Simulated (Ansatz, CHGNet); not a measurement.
For hcp Hf, the machine-learned potential CHGNet 0.3.0 (trained on PBE and PBE+U data) gives:

| Quantity | Result |
|---|---|
| lattice parameter a | 3.164 Å |
| lattice parameter c | 5.162 Å |

What does r²SCAN+SOC (plane waves, PAW; Ansatz, a program for electronic structure) give for the same quantities?


- lattice constant a: 3.196 Å (grows by 1.0 %)
- lattice parameter c: 5.042 Å (falls by 2.3 %)

For comparison: lattice constant a 3.194 Å (measured, 293 K, no zero-point or thermal correction, our sources range from 3.194 to 3.200; as tabulated in Wikipedia's data pages); lattice parameter c 5.051 Å (measured, 293 K, no zero-point or thermal correction; as tabulated in Wikipedia's data pages).

Changes are worked out from the printed values.

Unless a cell is named, each level is at its own relaxed cell (CHGNet 0.3.0 22.38, r²SCAN+SOC 22.30 Å³/atom).

Levels without +SOC leave out spin–orbit coupling, which shifts energies and cells of such heavy elements.

Ansatz's density-functional and Hartree–Fock values are scalar-relativistic unless marked +SOC, with PAW data made under PBE.
